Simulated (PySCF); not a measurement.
**`C/C=C(\C)OC`, C₅H₁₀O**

Geometry:
```json
{"atom": "C1", "x (Å)": "-2.322", "y (Å)": "-0.209", "z (Å)": "0.629"}
{"atom": "C2", "x (Å)": "-0.839", "y (Å)": "-0.297", "z (Å)": "0.458"}
{"atom": "C3", "x (Å)": "-0.091", "y (Å)": "0.589", "z (Å)": "-0.224"}
{"atom": "C4", "x (Å)": "-0.616", "y (Å)": "1.808", "z (Å)": "-0.924"}
{"atom": "O5", "x (Å)": "1.253", "y (Å)": "0.496", "z (Å)": "-0.386"}
{"atom": "C6", "x (Å)": "1.922", "y (Å)": "-0.585", "z (Å)": "0.191"}
{"atom": "H7", "x (Å)": "-2.838", "y (Å)": "-1.051", "z (Å)": "0.135"}
{"atom": "H8", "x (Å)": "-2.609", "y (Å)": "-0.250", "z (Å)": "1.693"}
{"atom": "H9", "x (Å)": "-2.741", "y (Å)": "0.717", "z (Å)": "0.211"}
{"atom": "H10", "x (Å)": "-0.351", "y (Å)": "-1.157", "z (Å)": "0.923"}
{"atom": "H11", "x (Å)": "0.230", "y (Å)": "2.420", "z (Å)": "-1.262"}
{"atom": "H12", "x (Å)": "-1.245", "y (Å)": "2.420", "z (Å)": "-0.261"}
{"atom": "H13", "x (Å)": "-1.220", "y (Å)": "1.542", "z (Å)": "-1.805"}
{"atom": "H14", "x (Å)": "2.987", "y (Å)": "-0.467", "z (Å)": "-0.048"}
{"atom": "H15", "x (Å)": "1.565", "y (Å)": "-1.550", "z (Å)": "-0.212"}
{"atom": "H16", "x (Å)": "1.799", "y (Å)": "-0.602", "z (Å)": "1.290"}
```

Computed, not measured: PySCF 2.14.0, quadratic response CAM-B3LYP/def2-TZVPD first hyperpolarisability, Taylor convention, gas phase. Geometry: PBE0-D3(BJ)/def2-SVP.

(1) Give the tensor of the static β(0;0,0) in the axes of these coordinates.

Results:

(1) In au, Taylor convention; rows are the first index (the induced dipole):
|  | xx | yy | zz | xy | xz | yz |
| --- | --- | --- | --- | --- | --- | --- |
| x | +94.1 | -10.1 | +4.8 | +20.4 | -24.2 | +20.1 |
| y | +20.4 | +47.8 | +6.3 | -10.1 | +20.1 | +23.8 |
| z | -24.2 | +23.8 | -60.3 | +20.1 | +4.8 | +6.3 |

Norm of βᵢ = ⅓ Σⱼ (βᵢⱼⱼ + βⱼᵢⱼ + βⱼⱼᵢ): 130.7 au, hyper-Rayleigh value 58.6 au.
